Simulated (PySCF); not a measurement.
**Worked example: oscillator strength and radiative lifetime**

propene (C3H6), SMILES C=CC.

Coordinates come from a ωB97X-D3(BJ)/def2-TZVP optimisation.

PySCF with TDA-ωB97X/def2-SVPD puts the first singlet state with f over 0.02 at 7.73 eV (vertical), with the transition dipole (0.000, 0.000, -0.464) in atomic units.

Question: Find the oscillator strength, the wavelength and the radiative lifetime that this transition would have in vacuum if emission retraced absorption.

Answer: 
|μ|² = 0.2153 au, so |μ| = 1.18 D. ΔE = 7.73/27.211 = 0.2841 hartree. f = (2/3) ΔE |μ|² = 0.041 (the program prints 0.041).
λ = 1239.84/7.73 = 160 nm; ν = 62347 cm⁻¹.
Einstein's coefficient A = 0.6670 ν² f s⁻¹ (ν in cm⁻¹) = 1.1e8 s⁻¹, so τ = 1/A = 9.5 ns. This state is S1. The figure is the radiative limit of this one transition; relaxation, internal conversion, crossing to triplets and a medium change what is measured.
